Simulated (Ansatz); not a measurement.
`C/C=C(\C)Cl` and `C/C(O)=C(\C)Cl` differ in one atom or group.

Ansatz, PBE0-D4/def2-TZVP geometries, multiplicity 1. Each molecule was computed in one conformer, which needn't be the lowest.

```csv
property,`C/C=C(\C)Cl`
HOMO energy (ωB97M-V/def2-TZVPP) / eV,-9.05
LUMO energy (ωB97M-V/def2-TZVPP) / eV,2.42
size of the dipole moment (B3LYP/def2-TZVPP) / D,1.97
HOMO–LUMO gap (PBE/def2-TZVPP) / eV,5.03
size of the dipole moment (PBE/def2-TZVPP) / D,1.91
HOMO–LUMO gap (PBE0/def2-TZVPP) / eV,7.18
```

Q: What does the change do to each property? (Best estimate.)

A: Computed: 
| property | `C/C(O)=C(\C)Cl` | shift |
| --- | --- | --- |
| HOMO energy (ωB97M-V/def2-TZVPP) / eV | -8.47 | 0.58 |
| LUMO energy (ωB97M-V/def2-TZVPP) / eV | 2.62 | 0.20 |
| size of the dipole moment (B3LYP/def2-TZVPP) / D | 1.48 | -0.49 |
| HOMO–LUMO gap (PBE/def2-TZVPP) / eV | 4.93 | -0.10 |
| size of the dipole moment (PBE/def2-TZVPP) / D | 1.38 | -0.53 |
| HOMO–LUMO gap (PBE0/def2-TZVPP) / eV | 7.09 | -0.09 |

With PBE0 the HOMO rises by 0.58 eV and the LUMO rises by 0.49 eV, so the gap narrows by about 0.09 eV. PBE moves the HOMO by 0.62 eV and ωB97M-V by 0.58 eV. Dipoles are sizes alone; their direction can turn.

Positive LUMOs are unbound, so they and the gaps depend on the basis.

B3LYP here is the variant with VWN-RPA as its local correlation; programs differ in this.
